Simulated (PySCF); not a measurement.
Compound: C3H5N3.
SMILES with atom numbers: `[CH3:1][n:2]1[cH:3][cH:4][n:5][n:6]1` (hydrogens: H7, H8, H9 on C1; H10 on C3; H11 on C4)

Jobs on this species (11 atoms, 44 electrons) with PySCF (density fitting). Hardware of each: Arm Neoverse V2, one thread, on a shared host. Other jobs ran on the host; a repeat could differ by tens of per cent or more. Peak memory is the resident size of the whole Python process, interpreter and libraries included.

| level and settings | work | basis functions | SCF cycles | wall time | peak memory |
| --- | --- | --- | --- | --- | --- |
| wB97X-D/pcSseg-2 | shieldings, ring-centre shieldings | 286 | ? | ? | ? |
| LC-wPBE/pcSseg-2 | shieldings, ring-centre shieldings | 286 | ? | ? | ? |
| WP04/pcSseg-2 | shieldings, ring-centre shieldings | 286 | 15 | 25 s | 1.1 GiB |
| PBE0-D3(BJ)/def2-SVP, grid level 1 | geometry optimisation from a GFN2-xTB start | 109 | 37 | 19 s | 0.45 GiB |
| B97-2/pcSseg-2 | shieldings, ring-centre shieldings | 286 | 14 | 24 s | 1.1 GiB |
| CAM-B3LYP/pcSseg-2 | shieldings, ring-centre shieldings | 286 | 13 | 33 s | 1.3 GiB |
| BHandHLYP/pcSseg-2 | shieldings, ring-centre shieldings | 286 | 13 | 24 s | 1.1 GiB |

Q: Fill in the missing figures.

A: 
- wB97X-D/pcSseg-2; shieldings, ring-centre shieldings: 32 s, 1.3 GiB, 14 SCF cycles
- LC-wPBE/pcSseg-2; shieldings, ring-centre shieldings: 47 s, 1.2 GiB, 15 SCF cycles

Q: What do all jobs in the table cost together?

A: About 3.4 min; the longest takes about 23 % of that, and about 2.5 times as long as the shortest.
